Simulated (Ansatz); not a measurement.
Reaction (SMILES): [PH2] (PH2) → 2 H atom + P atom
B3LYP-D3(BJ)/def2-TZVP geometries, fixed; electronic energies without zero-point terms.

Energies in hartree at MP2 with Ansatz (a program for electronic structure); the atomisation energy is their sum with the coefficients shown, times 627.509 kcal/mol a hartree. All functions are spherical. Cores are frozen. Open shells are unrestricted. No added dispersion term, no relativity.

| species | coefficient | part | cc-pV(D+d)Z | cc-pV(T+d)Z | cc-pV(Q+d)Z |
|---|---|---|---|---|---|
| [PH2] (PH2) | -1 | Hartree-Fock | -341.87582 | -341.88871 | -341.89218 |
| [PH2] (PH2) | -1 | correlation | -0.10788 | -0.13721 | -0.14734 |
| H atom | +2 | Hartree-Fock | -0.49928 | -0.49981 | -0.49995 |
| P atom | +1 | Hartree-Fock | -340.70905 | -340.71631 | -340.71872 |
| P atom | +1 | correlation | -0.06452 | -0.08343 | -0.08911 |

Q: Predict the atomisation energy in cc-pV(5+d)Z (X = 5): let each Hartree-Fock step shrink by the ratio of the last two, and fit each correlation energy at X = 3 and 4 to E + A/X^3. Compare with the run.

A: 
- [PH2] (PH2): steps -0.01289 and -0.00347, ratio 0.269, so Hartree-Fock -341.89311 (run: -341.89284); A = (-0.13721 - (-0.14734))/(1/27 - 1/64) = 0.4731, correlation -0.14734 - A/64 + A/125 = -0.15095 (run: -0.15164).
- H atom: steps -0.00053 and -0.00014, ratio 0.264, so Hartree-Fock -0.49999 (run: -0.49999).
- P atom: steps -0.00726 and -0.00241, ratio 0.332, so Hartree-Fock -340.71952 (run: -340.71915); A = (-0.08343 - (-0.08911))/(1/27 - 1/64) = 0.2653, correlation -0.08911 - A/64 + A/125 = -0.09113 (run: -0.09178).
Predicted 146.5 kcal/mol; the run in cc-pV(5+d)Z gives 146.6, a miss of -0.1. Keeping the value in cc-pV(Q+d)Z, 145.5, would miss by -1.1.
